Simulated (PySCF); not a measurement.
**Aluminium: a sound run and one with changed settings**

Sound run: Al [Ne] 3s2 3p1, Al⁺ [Ne] 3s2. Calculation: PySCF 2.14, in pcseg-2; no relativity, point nucleus. In the sound run the correlated levels freeze [Ne]. The sound run starts from symmetry-adapted Hartree-Fock orbitals and uses a fine grid where one is needed.

Changed run: a valence shell is frozen. This setting is unsound on purpose.

Ionisation energy of Al:

```
 method  sound run (eV)  changed run (eV)
    UHF           5.557             5.557
    MP2           5.684             5.557
SCS-MP2           5.665             5.557
   CCSD           5.714             5.557
CCSD(T)           5.733             5.557
  CCSDT             n/a             5.557
    FCI             n/a             5.557
```

Freezing a valence shell removes pair correlation that changes on ionisation.

For comparison, NIST gives 5.986 eV between the lowest levels.
